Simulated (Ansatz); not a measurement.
**CH4SSi: single points off equilibrium**

The task here is to estimate one member of a computed series from the others.

Method: single points in def2-TZVPP; program: Ansatz 0.2.0, Gaussian basis.

Correlated methods freeze the cores.

### Starting geometry

SMILES `[SiH3]C=S`, 7 atoms, charge 0, spin multiplicity 1.

Atoms are counted from 1 here; the program's logs count them from 0.

Bond lengths: Si1–C2 1.936 Å, Si1–H4 1.456 Å, Si1–H5 1.446 Å, Si1–H6 1.520 Å, C2–S3 1.676 Å, C2–H7 1.150 Å. Angles: C2–Si1–H4 105.8°, C2–Si1–H5 108.7°, C2–Si1–H6 107.6°, H4–Si1–H5 115.2°, H4–Si1–H6 107.0°, H5–Si1–H6 112.2°, Si1–C2–S3 124.6°, Si1–C2–H7 121.5°, S3–C2–H7 113.9°.

Coordinates:

```
atom    x (Å)    y (Å)    z (Å)
 Si1  -0.7229   0.3389  -0.2867
  C2   1.0122  -0.3474   0.2304
  S3   1.2790  -1.3932   1.5126
  H4  -1.5386  -0.8298  -0.5862
  H5  -0.5468   1.2638  -1.3837
  H6  -1.3350   1.0064   0.9345
  H7   1.9704  -0.0409  -0.3273
```

The first run:

Input file run/in.yaml:

```yaml
crystal:
  periodic: [false, false, false]
  atoms:
    - {symbol: Si, position_ang: [-0.722900, 0.338900, -0.286700]}
    - {symbol: C, position_ang: [1.012200, -0.347400, 0.230400]}
    - {symbol: S, position_ang: [1.279000, -1.393200, 1.512600]}
    - {symbol: H, position_ang: [-1.538600, -0.829800, -0.586200]}
    - {symbol: H, position_ang: [-0.546800, 1.263800, -1.383700]}
    - {symbol: H, position_ang: [-1.335000, 1.006400, 0.934500]}
    - {symbol: H, position_ang: [1.970400, -0.040900, -0.327300]}
basis:
  gaussian: {orbitals: def2-TZVPP}
correlation: {method: ccsd_t}
output: {forces: true}
```

No record of the launch command was kept for these runs.

Among the steps run: CCSD(T)/def2-TZVPP; PBE0-D4/def2-TZVPP; wB97M-V/def2-TZVPP; r2SCAN-D4/def2-TZVPP; PBE-D4/def2-TZVPP; BHLYP-D4/def2-TZVPP; SPW92/def2-TZVPP.

One of the session's tables, all rows but one given; the rest of the session is left out.

```
   method  RMS force component (eV/Å)  angle to CCSD(T) forces (°)  dipole (D)
  CCSD(T)                       0.761                    reference        1.89
  PBE0-D4                       0.892                         14.1        2.04
  wB97M-V                       0.917                         15.4        2.02
r2SCAN-D4                           ?                            ?           ?
   PBE-D4                       0.748                         12.2        1.88
 BHLYP-D4                       0.998                         16.0        2.21
    SPW92                       0.832                         20.4        1.88
```

Q: Estimate the row for r2SCAN-D4 from the others.

**Answer.** RMS force component (eV/Å): 0.817; angle to CCSD(T) forces (°): 10.5; dipole (D): 2.05. In the column «RMS force component (eV/Å)» it lies between CCSD(T) (0.761) and SPW92 (0.832).

Limits of these values: The reference is not at the basis limit: in triple zeta CCSD(T) underbinds, which counts against methods that bind more; the gaps are no ranking.
